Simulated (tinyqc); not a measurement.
Inside a calculation (part 4 of 4). Method: UHF in the sto-6g basis, for CH3, spin multiplicity 2. Computed by tinyqc, a small Python program that keeps every step (integrals from PySCF). Command: `OMP_NUM_THREADS=1 python tinyqc.py 25895 25896 out.jsonl` (the two numbers bound the seeds that draw the settings). One thread of a shared host (Intel(R) Xeon(R) Processor @ 2.60GHz), about 0.2 s of CPU time with the checks.

Geometry (angstrom):
```
atom          x          y         z
C      0.000000   0.000000  0.111000
H      1.226000   0.000000  0.000000
H     -0.613000   1.062000  0.000000
H     -0.613000  -1.062000  0.000000
```

## Convergence

Stop when the energy changes by less than 1e-10 hartree and every element of the error matrix X^T (F D S - S D F) X (for each spin) is below 3e-06.

Course of the cycle:
```
iteration   E (hartree)     change  largest element of the error matrix
1          -39.15956748          -                             2.53e-01
2          -39.28080651  -1.21e-01                             1.37e-01
3          -39.34254239  -6.17e-02                             7.38e-02
4          -39.37502778  -3.25e-02                             3.94e-02
5          -39.39200822  -1.70e-02                             2.12e-02
6          -39.40076753  -8.76e-03                             1.08e-02
7          -39.40538478  -4.62e-03                             5.42e-03
8          -39.40778764  -2.40e-03                             2.71e-03
9          -39.40901386  -1.23e-03                             1.36e-03
10         -39.40963340  -6.20e-04                             6.80e-04
11         -39.40994480  -3.11e-04                             3.40e-04
12         -39.41010090  -1.56e-04                             1.70e-04
13         -39.41017905  -7.82e-05                             8.49e-05
14         -39.41021816  -3.91e-05                             4.25e-05
...                 ...        ...                                  ...
20         -39.41025666  -6.11e-07                             6.64e-07
21         -39.41025697  -3.06e-07                             3.32e-07
22         -39.41025712  -1.53e-07                             1.66e-07
23         -39.41025720  -7.64e-08                             8.29e-08
24         -39.41025724  -3.82e-08                             4.15e-08
25         -39.41025726  -1.91e-08                             2.07e-08
26         -39.41025727  -9.55e-09                             1.04e-08
27         -39.41025727  -4.78e-09                             5.18e-09
28         -39.41025727  -2.39e-09                             2.59e-09
29         -39.41025727  -1.19e-09                             1.30e-09
30         -39.41025727  -5.97e-10                             6.48e-10
31         -39.41025728  -2.99e-10                             3.24e-10
32         -39.41025728  -1.49e-10                             1.62e-10
33         -39.41025728  -7.46e-11                             8.10e-11
```

PySCF UHF in the same basis, after a stability check = -39.41025728 hartree

Converged in 33 iterations.

## Populations, bond orders and dipole

D(alpha) after iteration 33, order 1C 1s, 1C 2s, 1C 2px, 1C 2py, 1C 2pz, 2H 1s, 3H 1s, 4H 1s:
$$\begin{pmatrix}
1.041774 & -0.154005 & 0.000006 & 0.000000 & -0.021213 & -0.043180 & -0.043181 & -0.043181 \\
-0.154005 & 0.600300 & -0.000046 & 0.000000 & 0.112670 & 0.131304 & 0.131351 & 0.131351 \\
0.000006 & -0.000046 & 0.340265 & 0.000000 & 0.000006 & 0.280060 & -0.140027 & -0.140027 \\
0.000000 & 0.000000 & 0.000000 & 0.340265 & 0.000000 & 0.000000 & 0.242532 & -0.242532 \\
-0.021213 & 0.112670 & 0.000006 & 0.000000 & 0.979735 & -0.054825 & -0.054834 & -0.054834 \\
-0.043180 & 0.131304 & 0.280060 & 0.000000 & -0.054825 & 0.265913 & -0.079849 & -0.079849 \\
-0.043181 & 0.131351 & -0.140027 & 0.242532 & -0.054834 & -0.079849 & 0.265896 & -0.079845 \\
-0.043181 & 0.131351 & -0.140027 & -0.242532 & -0.054834 & -0.079849 & -0.079845 & 0.265896
\end{pmatrix}$$

D(beta) after iteration 33, order 1C 1s, 1C 2s, 1C 2px, 1C 2py, 1C 2pz, 2H 1s, 3H 1s, 4H 1s:
$$\begin{pmatrix}
1.030980 & -0.103421 & -0.000003 & 0.000000 & 0.007043 & -0.055115 & -0.055114 & -0.055114 \\
-0.103421 & 0.376158 & -0.000006 & 0.000000 & -0.023974 & 0.162351 & 0.162384 & 0.162384 \\
-0.000003 & -0.000006 & 0.239221 & 0.000000 & -0.000003 & 0.273034 & -0.136530 & -0.136530 \\
0.000000 & 0.000000 & 0.000000 & 0.239194 & 0.000000 & 0.000000 & 0.236451 & -0.236451 \\
0.007043 & -0.023974 & -0.000003 & 0.000000 & 0.001528 & -0.010355 & -0.010352 & -0.010352 \\
-0.055115 & 0.162351 & 0.273034 & 0.000000 & -0.010355 & 0.381814 & -0.085631 & -0.085631 \\
-0.055114 & 0.162384 & -0.136530 & 0.236451 & -0.010352 & -0.085631 & 0.381867 & -0.085612 \\
-0.055114 & 0.162384 & -0.136530 & -0.236451 & -0.010352 & -0.085631 & -0.085612 & 0.381867
\end{pmatrix}$$

overlap S, order 1C 1s, 1C 2s, 1C 2px, 1C 2py, 1C 2pz, 2H 1s, 3H 1s, 4H 1s:
$$\begin{pmatrix}
1.000000 & 0.243228 & 0.000000 & 0.000000 & 0.000000 & 0.046790 & 0.046767 & 0.046767 \\
0.243228 & 1.000000 & 0.000000 & 0.000000 & 0.000000 & 0.413567 & 0.413453 & 0.413453 \\
0.000000 & 0.000000 & 1.000000 & 0.000000 & 0.000000 & 0.414169 & -0.207007 & -0.207007 \\
0.000000 & 0.000000 & 0.000000 & 1.000000 & 0.000000 & 0.000000 & 0.358631 & -0.358631 \\
0.000000 & 0.000000 & 0.000000 & 0.000000 & 1.000000 & -0.037498 & -0.037484 & -0.037484 \\
0.046790 & 0.413567 & 0.414169 & 0.000000 & -0.037498 & 1.000000 & 0.098179 & 0.098179 \\
0.046767 & 0.413453 & -0.207007 & 0.358631 & -0.037484 & 0.098179 & 1.000000 & 0.098118 \\
0.046767 & 0.413453 & -0.207007 & -0.358631 & -0.037484 & 0.098179 & 0.098118 & 1.000000
\end{pmatrix}$$

Mulliken: Z minus the diagonal of D S on the atom; Loewdin: the same with S^(1/2) D S^(1/2); Mayer order: 2 sum_s sum (D(s) S)_ij (D(s) S)_ji over the two atoms.

Charges (e):
```
atom   Mulliken    Loewdin  Mulliken spin
1C    -0.109197  -0.051644       1.367546
2H     0.036401   0.017210      -0.122470
3H     0.036398   0.017217      -0.122538
4H     0.036398   0.017217      -0.122538
```

Mayer bond orders:
```
pair     order
2-1   0.957394
3-1   0.957370
3-2   0.013141
4-1   0.957370
4-2   0.013141
4-3   0.013148
```

dipole moment about the origin, x y z (debye): [-0.000016, 0.000000, -0.118510]

<S^2> of the determinant (pure state: 0.75) = 0.781061
